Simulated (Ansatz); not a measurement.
System: CH3O, charge -1, multiplicity 1. It need not be the lowest isomer of its formula. Whether it binds its extra electron was not tested at this geometry. SMILES: [CH2-]O
Structure (B3LYP-D3(BJ)/def2-TZVP (Ansatz, an electronic-structure program) minimum search):
```xyz
5

C     -0.1665     0.7756     0.0111
O     -0.0916    -0.7333    -0.0101
H      0.8381    -1.0042    -0.0154
H      0.4482     1.0964     0.8901
H      0.4454     1.1210    -0.8605
```
Charge -1, spin multiplicity 1.

Parts of the frozen-core correlation energy in STO-3G (Ansatz, hartree). Frozen orbitals: 2; correlated occupied orbitals by spin: 7 and 7; virtual: 4 and 4. No spin-orbit coupling. Non-relativistic.

```json
[
 {"term": "reference (HF)", "value": "-112.68236"},
 {"term": "MP2 opposite-spin", "value": "?"},
 {"term": "MP2 same-spin", "value": "?"},
 {"term": "CCSD correlation", "value": "-0.09943"},
 {"term": "(T)", "value": "?"},
 {"term": "FCI minus CCSD(T)", "value": "-0.00027"},
 {"term": "T1 diagnostic", "value": "0.008"},
 {"term": "largest doubles amplitude", "value": "0.051"}
]
```

### Question
What belongs in the gaps?

### Answer

- MP2 opposite-spin, value: -0.06674
- MP2 same-spin, value: -0.00561
- (T), value: -0.00078
